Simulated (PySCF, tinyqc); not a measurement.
Worked calculation: G0W0 on RHF in the sto-6g basis, for LiH, spin multiplicity 1. The lowest restricted solution is unstable here: a spin-polarised one lies 0.0002 hartree lower (PySCF). One step of it, computed by the program tinyqc.

Task: G0W0 on Hartree-Fock: LUMO. W(p,q,m) = sqrt2 sum_ia (pq|ia) (X+Y)_ia,m; Sigma_c(x) = sum_(i,m) W^2/(x - e_i + w_m) + sum_(a,m) W^2/(x - e_a - w_m); solve x = e_p + Sigma_c(x) by Newton steps; Z = 1/(1 - dSigma/dx); 1 hartree = 27.211386 eV.

orbital energies (hartree): MO1 -2.403378, MO2 -0.243970, MO3 0.071990, MO4 0.159666, MO5 0.159666, MO6 0.412485

Two-electron integrals over orbitals (pq|rs), unique and non-zero (hartree):
```
(11|11) 1.665227    (21|11) -0.098483   (21|21) 0.010375    (22|11) 0.319999
(22|21) 0.003203    (22|22) 0.458429    (31|11) -0.144552   (31|21) 0.010974
(31|22) -0.011477   (31|31) 0.023258    (32|11) 0.026973    (32|21) -0.002611
(32|22) -0.056058   (32|31) -0.000508   (32|32) 0.018663    (33|11) 0.396260
(33|21) -0.009071   (33|22) 0.212286    (33|31) 0.000865    (33|32) 0.013356
(33|33) 0.331645    (41|41) 0.010039    (42|41) 0.007106    (42|42) 0.020915
(43|41) 0.010360    (43|42) 0.019883    (43|43) 0.041653    (44|11) 0.396969
(44|21) -0.003373   (44|22) 0.247571    (44|31) -0.004794   (44|32) 0.012279
(44|33) 0.280717    (44|44) 0.313125    (51|51) 0.010039    (52|51) 0.007106
(52|52) 0.020915    (53|51) 0.010360    (53|52) 0.019883    (53|53) 0.041653
(54|54) 0.016875    (55|11) 0.396969    (55|21) -0.003373   (55|22) 0.247571
(55|31) -0.004794   (55|32) 0.012279    (55|33) 0.280717    (55|44) 0.279374
(55|55) 0.313125    (61|11) 0.072302    (61|21) -0.009792   (61|22) -0.007448
(61|31) -0.005192   (61|32) 0.002647    (61|33) 0.011996    (61|44) 0.001479
(61|55) 0.001479    (61|61) 0.011621    (62|11) -0.078549   (62|21) 0.001758
(62|22) 0.111773    (62|31) 0.003982    (62|32) -0.041704   (62|33) -0.020128
(62|44) -0.035234   (62|55) -0.035234   (62|61) 0.000668    (62|62) 0.131393
(63|11) 0.019317    (63|21) -0.002075   (63|22) -0.055414   (63|31) 0.004262
(63|32) 0.014683    (63|33) 0.036387    (63|44) 0.006627    (63|55) 0.006627
(63|61) 0.004206    (63|62) -0.036769   (63|63) 0.028861    (64|41) -0.005975
(64|42) -0.018620   (64|43) -0.012513   (64|64) 0.019628    (65|51) -0.005975
(65|52) -0.018620   (65|53) -0.012513   (65|65) 0.019628    (66|11) 0.357099
(66|21) 0.001103    (66|22) 0.429503    (66|31) -0.010847   (66|32) -0.046440
(66|33) 0.238225    (66|44) 0.260601    (66|55) 0.260601    (66|61) -0.005028
(66|62) 0.102784    (66|63) -0.044846   (66|66) 0.425514
```

excitation energies w (hartree): [0.338638, 0.443353, 0.443353, 0.885777, 2.521119, 2.583068, 2.583068, 2.839323]

X + Y, order 1>3, 1>4, 1>5, 1>6, 2>3, 2>4, 2>5, 2>6:
$$\begin{pmatrix}
-0.000262 & 0.000000 & 0.000000 & -0.006119 & 0.990366 & 0.000000 & 0.000000 & -0.030028 \\
0.000000 & -0.009709 & -0.004578 & 0.000000 & 0.000000 & -0.676482 & 0.731163 & 0.000000 \\
0.000000 & 0.004578 & -0.009709 & 0.000000 & 0.000000 & 0.731163 & 0.676482 & 0.000000 \\
-0.003753 & 0.000000 & 0.000000 & -0.000654 & 0.033986 & 0.000000 & 0.000000 & 0.995344 \\
0.959620 & 0.000000 & 0.000000 & -0.068174 & -0.000100 & 0.000000 & 0.000000 & 0.000421 \\
0.000000 & 0.863018 & 0.406938 & 0.000000 & 0.000000 & -0.001198 & 0.001295 & 0.000000 \\
0.000000 & -0.406938 & 0.863018 & 0.000000 & 0.000000 & 0.001295 & 0.001198 & 0.000000 \\
0.158928 & 0.000000 & 0.000000 & 0.855243 & 0.001869 & 0.000000 & 0.000000 & 0.000190
\end{pmatrix}$$

Give: The 12 largest terms at x = e_p; Newton steps; quasiparticle energy of the LUMO; Hartree-Fock value.

Result:

The 12 largest terms at x = e_p (hartree; W for the signs of X + Y given):
```
q  m       W       term
2  4  -0.052   2.27e-03
6  4  -0.046  -1.72e-03
4  2   0.024  -1.10e-03
5  3   0.024  -1.10e-03
3  4  -0.026  -7.43e-04
3  1   0.014  -5.41e-04
2  1   0.016   3.88e-04
5  2  -0.011  -2.44e-04
4  3   0.011  -2.44e-04
1  5   0.032   2.09e-04
6  1   0.012  -1.99e-04
3  8   0.017  -1.00e-04
```

Newton steps (hartree):
```
step      x  Sigma_c(x)      Z
0     0.072   -3.28e-03  0.988
1     0.069   -3.24e-03  0.988
2     0.069   -3.24e-03  0.988
```

quasiparticle energy of the LUMO = 1.871 eV

Hartree-Fock value = 1.959 eV
